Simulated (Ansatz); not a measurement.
Energy needed to pull apart BHSF (SMILES FB[S]), doublet, into free ground-state atoms, from the structure below (at a frame of a short PBE0-D4/def2-SVP trajectory); no zero-point or spin–orbit terms; open-shell atoms are treated unrestricted, in their ground-state multiplicity.

```json
{"atom": "F1", "x (Å)": "1.1539", "y (Å)": "0.6840", "z (Å)": "-0.4147"}
{"atom": "B2", "x (Å)": "0.0913", "y (Å)": "0.0324", "z (Å)": "0.0524"}
{"atom": "S3", "x (Å)": "-1.4933", "y (Å)": "-0.0807", "z (Å)": "-0.7029"}
{"atom": "H4", "x (Å)": "0.1648", "y (Å)": "-0.7336", "z (Å)": "0.9476"}
```

Computed with Ansatz 0.2.0 (basis: def2-TZVPP); correlated methods freeze the cores; orbitals are unrestricted.

```
   method  atomization energy (eV)
   PBE-D4                    15.23
r2SCAN-D4                        ?
  PBE0-D4                        ?
  wB97M-V                    14.82
       HF                    11.19
      MP2                    14.73
     CCSD                    13.96
  CCSD(T)                    14.21
```

Question: What does r2SCAN-D4 give? (An estimate is asked for; the value comes from the calculation.)

Answer: Computed: 15.00 eV, which is about 0.79 eV more than CCSD(T)/def2-TZVPP.

Question: What does PBE0-D4 give? (To be estimated.)

Answer: Computed: 14.82 eV, which is about 0.60 eV more than CCSD(T)/def2-TZVPP.

In triple zeta the MP2 and coupled-cluster atomization energies are still short of their basis limit by a few kcal/mol a bond, whereas those of the functionals are nearly converged, so these differences are not deviations from converged CCSD(T).

No T1 diagnostic of these runs exceeds 0.017. ⟨S²⟩ of the unrestricted Hartree–Fock references: 0.76 (a pure state has 0.75).

For scale, one of the runs: CCSD(T)/def2-TZVPP forces, 118 basis functions, launched by `ansatz run in.yaml --threads 2 --pin off --events-out ev --progress --plain --max-ram 3481MiB`. The run took 2 min on 2 CPU threads of an Arm Neoverse V1 (shared host), with 1.8 GiB of host memory at its peak.
